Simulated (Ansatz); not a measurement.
## Ansatz (development build ahead of 0.2.0) run

```yaml
crystal:
  periodic: [false, false, false]
  atoms:
    - { symbol: O, position_ang: [0.0, 0.0, 0.0] }
    - { symbol: O, position_ang: [0.0, 0.0, 2.24] }
basis:
  gaussian: { orbitals: "6-31G" }
total_charge: 1
magnetization:
  spin_polarized: true
  initial_magnetization: 1
hamiltonian:
  xc: pbe0
scf:
  omitted_lower_state_checks: [starts, atomic_configurations, cluster_reference, orbital_swaps, given_window_search, neighbouring_geometries, increment]
output:
  forces: true
```

The input is written out in the form of the current development build from the run's settings.

The run gave:

```
Converged                       : yes
Total energy                    : -149.51820 hartree
Spin squared of the determinant : 2.744
Stability test                  : minimum
```

Forces (eV/Å):
| atom | Fx | Fy | Fz |
| --- | --- | --- | --- |
| O1 | 0.000 | 0.000 | 0.348 |
| O2 | 0.000 | 0.000 | -0.348 |

Caution: the unrestricted determinant is a mixture of spin states.
